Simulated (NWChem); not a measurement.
Molecule: fluorine (F$_{2}$); SMILES FF

All runs: NWChem. Each level has its own optimisation; frequencies are unscaled.

For level Hartree-Fock/def2-SVP:

```
Property                           Result
---------------------------------  ------
highest harmonic frequency (cm⁻¹)    1222
```

Task: Estimate the same quantities for level Hartree-Fock/STO-3G.

Result: The highest harmonic frequency (cm⁻¹) is 1678.
